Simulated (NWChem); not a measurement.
# Correlation energy of FLi

SMILES: [Li][F]
```xyz
2

Li     0.0000     0.0000    -1.1467
F      0.0000     0.0000     0.3822
```
Charge 0, spin multiplicity 1.

The numbers come from NWChem runs, not from measurements. All single points use one geometry, from B3LYP/def2-SVP, a minimum by its harmonic frequencies.

Basis set: cc-pVQZ. Each correlation energy counts from its own Hartree-Fock reference.

The correlated methods keep 1 core orbital frozen. The structure started from a generated list of species. Coupled-cluster values serve here as a point of comparison, not as the truth.

One of these methods gave a correlation energy of -321.5 mHa. Which?
(A) MP2
(B) CR-CCSD[T]
(C) SCS-MP2
(D) CCSD

A, MP2. The others give -317.8 (SCS-MP2), -328.4 (CR-CCSD[T]), -319.6 (CCSD).
